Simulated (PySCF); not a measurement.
**Identify the compound**

An unknown has the formula C$_{2}$H$_{5}$NO$_{2}$. Its calculated NMR data are:

$^{1}$H NMR (400 MHz, computed): δ 4.99 (br, 1H), 4.77 (br, 1H), 4.00 (s, 2H), 3.29 (br s, 1H).

$^{13}$C{$^{1}$H} NMR (computed): δ 179.5 (C), 63.7 (CH2).

Computed data (PySCF): PBE0-D3(BJ)/def2-TZVP geometry, shielding tensors at B97-2/pcSseg-2 (GIAO). Gas phase, single conformer, relativity neglected, fast rotation and ring inversion assumed for equivalent nuclei.

Chemical shifts δ = σref − σ; $^{1}$H (σref 31.64), $^{13}$C (σref 185.38) against TMS, all at this level.

Task: Propose a structure and justify it.

Result: 
- The formula gives 1 degree of unsaturation (no ring in the answer).
- 2 carbon signals for 2 carbons: no two carbons are equivalent.
- Carbon types of the structure: 1 × C, 1 × CH2, leaving 3 H on heteroatoms.
- δC 179.5: amide carbonyl carbon; it is a carbonyl in resonance with an O or N lone pair, the region of acids, esters and amides.
- δC 63.7: sp3 CH2 bonded to O, α to a carbonyl; pulled downfield by the heteroatom.
- δH 4.99, 4.77: hydrogen on an amide-type nitrogen; labile proton, position sensitive to the medium.
- δH 4.00: hydrogen on an sp3 CH2 bonded to O, α to a carbonyl; its carbon carries O, hence the downfield position.
- δH 3.29: hydrogen on an alcohol oxygen; exchangeable; this is the value without hydrogen bonding to other molecules.

Structure: `C(C(N)=O)O`.

The shifts were computed for this structure.

Exchangeable OH/NH protons stand at their gas-phase positions; hydrogen bonding in a real sample shifts them, mostly to higher δ. Rotation about the amide-type C–N bond is slow at room temperature, so the two groups on nitrogen are listed apart. Shifts are as computed. Against solution values, carbons near 30 ppm lie about +3 ppm off and those near 130 ppm about +7 ppm. Of 1211 compounds with measured shifts, 218 miss one by over three times the rms of a fit or turn the order of signals round; such compounds aren't used in these exercises. Hydrogen bonding in solution deshields acid and N–H amide carbonyl carbons by as much as 10 ppm beyond these values.
